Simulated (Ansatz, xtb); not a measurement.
System: NO, charge 1, multiplicity 1. SMILES of the parent species: [N]=O
Coordinates optimised at B3LYP-D3(BJ)/def2-TZVP (Ansatz, a first-principles code):
```
N
O 1 1.0564
```
Charge +1, spin multiplicity 1.

Harmonic wavenumbers from GFN2-xTB (xtb, at its own minimum), cm⁻¹: 2421.

Q: Give the harmonic wavenumbers at B3LYP-D3(BJ)/def2-TZVP (Ansatz, finite differences of forces, unscaled).

A: 2485 cm⁻¹. Zero-point energy 3.6 kcal/mol.

Q: From these and the geometry, give the ideal-gas thermochemistry at 298.15 K and 1 atm (rigid rotor, harmonic oscillator).

A: Point group C∞v, rotational symmetry number 1. Rotational constants 60.64, 60.64 GHz. S(trans) 36.13, S(rot) 11.19, S(vib) 0.00, S(elec, spin only) 0.00, S 47.3 cal/(mol K). H(298) - H(0) 2.07 kcal/mol; G - E(el) -8.5 kcal/mol.
